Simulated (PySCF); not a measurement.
F2O2S.
SMILES: `O=S(=O)(F)F`

A linear-response calculation (PySCF, def2-SVPD basis, gas phase, vertical, core orbitals frozen in the response) gave these numbers; the functional is withheld.

Orbital energies (eV): HOMO-3 -14.57, HOMO-2 -14.30, HOMO-1 -13.21, HOMO -12.81, LUMO 0.70, LUMO+1 1.77, LUMO+2 2.37.

| state | E (eV) | f | main configurations (H = HOMO, L = LUMO) |
| --- | --- | --- | --- |
| S1 | 8.07 | 0.0022 | H→L (91%) |
| S2 | 8.42 | 0.0000 | H-1→L (89%) |
| S3 | 8.60 | 0.0000 | H→L+1 (93%) |
| S4 | 9.50 | 0.010 | H-1→L+1 (62%), H→L+2 (19%), H→L+6 (12%) |
| S5 | 9.63 | 0.038 | H-2→L (85%) |
| S6 | 10.00 | 0.059 | H-3→L (79%), H-2→L+1 (12%) |

Triplets, Tamm–Dancoff:

| state | E (eV) | λ (nm) | main configurations (H = HOMO, L = LUMO) |
| --- | --- | --- | --- |
| T1 | 7.58 | 163.6 | H→L (87%) |
| T2 | 7.95 | 156.1 | H-1→L (85%) |
| T3 | 8.27 | 149.9 | H→L+1 (91%) |
| T4 | 8.29 | 149.5 | H-1→L+1 (90%) |

Vertical ionisation energy by ΔSCF with the same functional: 13.62 eV. Mean static polarisability: 28.9 au.

Question: Which of these was used?
A. PBE
B. HF
C. B3LYP
D. wB97X-D

Answer: D. wB97X-D is range-separated, 22% exact exchange at short range and 100% at long range (ω = 0.2 bohr⁻¹). In this run −ε(HOMO) = 12.81 eV differs from the ΔSCF value by -0.81 eV, and S1 differs from the orbital gap of 13.50 eV by -5.43 eV. The ratio −ε(HOMO)/IP is 0.94. Small neutral molecules mostly give 0.89 to 0.99 with wB97X-D, 0.5 to 0.7 with PBE, 0.67 to 0.83 with B3LYP; with Hartree–Fock the ratio is 1 or more (Koopmans' value less the relaxation energy is the ΔSCF value). The other options: PBE, a GGA without exact exchange; HF, time-dependent Hartree–Fock, 100% exact exchange; B3LYP, a global hybrid with 20% exact exchange.

Method: TDDFT wB97X-D/def2-SVPD, vertical, gas phase, core orbitals frozen in the response (PySCF). Geometry: PBE0-D3(BJ)/def2-SVP; no solvent, vibrations or thermal averaging.
